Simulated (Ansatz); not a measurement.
Basis-set extrapolation for C$_{8}$H$_{18}$ (`CCC(C)(CC)CC`) (PBE0-D4/def2-TZVP geometry, frozen core, Ansatz 0.2.0). Multiplicity 1, RHF reference.

```csv
,def2-TZVPP,def2-QZVPP
HF,-313.540864,-313.555656
MP2 correlation,-1.429781,-1.516727
CCSD(T) correlation,-1.578256,not run
```

Energies in hartree. Use E(X) = E(∞) + A·exp(−7.88·√X) for Hartree–Fock and E(X) = E(∞) + B·X^(−2.97) for correlation, with X = 3 and 4, and add CCSD(T) minus MP2 of the smaller set to the MP2 limit.

Q: What is the CCSD(T) energy at the basis-set limit?

A: HF limit: -313.555656 + (-0.014792) × 0.13774 = -313.55769. MP2 limit: -1.516727 + (-0.086946) × 0.74074 = -1.58113. Higher-order term: -1.578256 − (-1.429781) = -0.14848. Total: -315.28730 hartree, 4.58 eV below CCSD(T)/def2-TZVPP.
